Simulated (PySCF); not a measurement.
Hydrogen isocyanide, CHN.
SMILES: `[NH+]#[C-]`

The calculation used TDDFT CAM-B3LYP/aug-cc-pVTZ, vertical, gas phase, core orbitals frozen in the response in PySCF. Geometry: PBE0-D3(BJ)/def2-TZVP; no solvent, vibrations or thermal averaging.

Computed states:

```json
{"state": "S1", "E (eV)": "8.14", "f": "0.090"}
{"state": "S2", "E (eV)": "8.14", "f": "0.090"}
{"state": "S3", "E (eV)": "8.43", "f": "0.0000"}
{"state": "S4", "E (eV)": "8.53", "f": "0.011"}
{"state": "S5", "E (eV)": "8.72", "f": "0.0000"}
{"state": "S6", "E (eV)": "8.72", "f": "0.0000"}
{"state": "S7", "E (eV)": "9.43", "f": "0.029"}
{"state": "S8", "E (eV)": "9.43", "f": "0.029"}
{"state": "S9", "E (eV)": "9.64", "f": "0.178"}
```

Each state is given a Gaussian of 0.25 eV full width at half maximum, with ε(max) = 2.175×10⁸ f / Δν̃ (Δν̃ the width in cm⁻¹). The width is an assumption, not a result. The curve ends short of the highest state used, and states not computed would add to its high-energy end.

Q: Give the broadened spectrum and its maxima.

A: 
(λ (nm), ε (L mol⁻¹ cm⁻¹)): (137.2, 6), (137.8, 2), (138.5, 1), (139.1, 2), (139.8, 7), (140.4, 21), (141.0, 55), (141.7, 139), (142.3, 268), (142.9, 458), (143.6, 732), (144.2, 963), (144.9, 1153), (145.5, 1210), (146.1, 1190), (146.8, 1205), (147.4, 1456), (148.1, 2361), (148.7, 3937), (149.3, 6393), (150.0, 10217), (150.6, 13823), (151.3, 17440), (151.9, 19218), (152.5, 19308), (153.2, 17319), (153.8, 14343), (154.5, 10327), (155.1, 7117), (155.7, 4520), (156.4, 2407), (157.0, 1289), (157.7, 566), (158.3, 258), (158.9, 109), (159.6, 37)

Maxima: 152 nm (8.14 eV), ε about 19000, made up of S1 (50%) and S2 (50%); 146 nm (8.52 eV), ε about 1200, made up of S4 (97%) (hardly more than a shoulder) (ε in L mol⁻¹ cm⁻¹; maxima over ε = 5, shares over 10%). At its high-energy end, 9.04 eV, the curve is still rising (ε about 6.9, from S7 and S8).

Q: Coming from long wavelengths, where does ε first pass 100 L mol⁻¹ cm⁻¹?

A: At about 159 nm (7.80 eV), 0.34 eV below S1.

Q: What would ε be at 8.14 eV, the highest of these maxima, with half the width (0.125 eV)?

A: About 38800 L mol⁻¹ cm⁻¹ against 19500, a factor of about 1.99; a lone state at its own centre would give exactly 2.

Hardware: Arm Neoverse V1, one thread, shared host. Cost: 2.6 s wall, 0.36 GiB resident at most.
